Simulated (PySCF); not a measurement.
# SO3 (sulfur trioxide) at B3LYP/aug-cc-pVDZ

Aim: the vertical ionisation energy of SO3 (sulfur trioxide) at B3LYP/aug-cc-pVDZ, from 2 runs. The job is set up through a Python script.

Program for the calculation: PySCF 2.14.0.

**1. The structure to begin with**

SO3 has 4 atoms, charge 0, and is taken as a singlet. As SMILES, `O=S(=O)=O`. The shape is that of a GFN2-xTB optimisation.

Bond lengths: O1–S2 1.418 Å, S2–O3 1.418 Å, S2–O4 1.418 Å. Angles: O1–S2–O3 120.0°, O1–S2–O4 120.0°, O3–S2–O4 120.0°.

**2. The energy at B3LYP/aug-cc-pVDZ**

Contents of job.py:

```python
from pyscf import gto, dft

mol = gto.M(
    atom='O -1.120230 -0.683760 0.536200; S 0.000050 -0.000150 -0.000380; O 1.307630 -0.327510 0.440320; O -0.187450 1.011420 -0.976150',
    basis='aug-cc-pvdz',
    verbose=3,
    max_memory=1860,
)

calc0 = dft.RKS(mol, xc='b3lyp')
calc0.conv_tol = 1e-10
calc0.grids.level = 4
calc0.kernel()
if not calc0.converged:
    calc0 = calc0.newton().run(calc0.mo_coeff, calc0.mo_occ)

e_tot = calc0.e_tot
print('E(%s) = %.9f' % ('B3LYP', e_tot))
```

On the command line:

```bash
$ OMP_NUM_THREADS=1 python job.py
```

The program printed:

```text
converged SCF energy = -623.802688225896
E(B3LYP) = -623.802688226
```

It took 14 s on 1 thread of Arm Neoverse N1, shared host; peak memory 0.46 GiB.

**3. The doublet cation**

Contents of run.py:

```python
from pyscf import gto, dft

molecule = gto.Mole()
molecule.atom = '''
O   -1.120230  -0.683760   0.536200
S    0.000050  -0.000150  -0.000380
O    1.307630  -0.327510   0.440320
O   -0.187450   1.011420  -0.976150
'''
molecule.max_memory = 1860
molecule.verbose = 3
molecule.basis = 'aug-cc-pvdz'
molecule.charge = 1
molecule.spin = 1
molecule.build()

ks = dft.UKS(molecule)
ks.xc = 'b3lyp'
ks.grids.level = 4
ks.conv_tol = 1e-10
ks.kernel()
if not ks.converged:
    ks = ks.newton().run(ks.mo_coeff, ks.mo_occ)

e_final = ks.e_tot
print(f'total energy: {e_final:.8f} hartree')
```

On the command line:

```bash
$ OMP_NUM_THREADS=1 python run.py
```

The program printed:

```text
WARN: HOMO -0.409917599662645 >= LUMO -0.409917599662644

converged SCF energy = -623.335483462541  <S^2> = 0.76091682  2S+1 = 2.0108872
total energy: -623.33548346 hartree
```

It took 28 s on 1 thread of Arm Neoverse N1, shared host; peak memory 0.47 GiB.

**4. Outcome**

Level: B3LYP/aug-cc-pVDZ.

```
                                          quantity          value
                         singlet SO3: total energy  -623.80269 Eh
                        singlet SO3: dipole moment         0.00 D
                          singlet SO3: HOMO energy       -9.75 eV
                          singlet SO3: LUMO energy       -2.83 eV
                        singlet SO3: HOMO–LUMO gap        6.92 eV
                      doublet cation: total energy  -623.33548 Eh
doublet cation: HOMO energy (highest over α and β)      -19.21 eV
 doublet cation: LUMO energy (lowest over α and β)      -15.71 eV
                              doublet cation: ⟨S²⟩          0.761
vertical ionisation energy (to the doublet cation)      12.713 eV
```

What this shows: Removing an electron at fixed nuclei costs 12.71 eV (293 kcal/mol). The negative HOMO energy of the first species, 9.75 eV, lies 2.96 eV below that difference.
